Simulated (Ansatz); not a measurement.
**Worked example: correlation energy of [Cl···H···NH], triplet**

Geometry: a point of a hydrogen-transfer path between rigid fragments, not a stationary point.

```xyz
4

Cl   -0.8107    0.0197    0.0000
H     0.8023    0.0197    0.0000
N     1.8423    0.0197    0.0000
H     2.1114   -0.9846    0.0000
```

Basis cc-pVDZ; Ansatz 0.2.0. Only valence electrons are correlated (noble-gas cores frozen), which leaves 14 electrons in 36 orbitals. Prefix R: restricted or restricted open-shell reference; prefix U: unrestricted.

Full CI isn't at hand for all of this; UCCSDT(Q) serves as the reference, and is uncertain by about the last step of the cluster series.

Runs differ by some tens of microhartree through their thresholds and, for an open shell, their frozen cores, so steps under 0.03 kcal/mol mean nothing.

```json
{"level": "UHF", "total energy (hartree)": "-515.010617"}
{"level": "UMP2", "total energy (hartree)": "-515.279757"}
{"level": "UCCSD", "total energy (hartree)": "-515.315037"}
{"level": "UCCSD(T)", "total energy (hartree)": "-515.320996"}
{"level": "UCCSDT", "total energy (hartree)": "-515.321829"}
{"level": "UCCSDT(Q)", "total energy (hartree)": "-515.322384"}
```

Problem. What is the correlation energy at UCCSDT(Q), and what share of it do UMP2 and UCCSD recover?

Solution. E(corr) = -515.322384 − (-515.010617) = -0.311767 hartree = -8.484 eV. UMP2: -0.269140 / -0.311767 = 86.33 %. UCCSD: -0.304420 / -0.311767 = 97.64 %.

Problem. By how many kcal/mol does UCCSD(T) miss UCCSDT(Q) (1 hartree = 627.509 kcal/mol), and which steps make up the rest?

Solution. -515.320996 − (-515.322384) = 0.001388 hartree = 0.87 kcal/mol. Steps: UCCSDT − UCCSD(T) = -0.52, UCCSDT(Q) − UCCSDT = -0.35 kcal/mol. Differences between like states or geometries often cancel part of this.
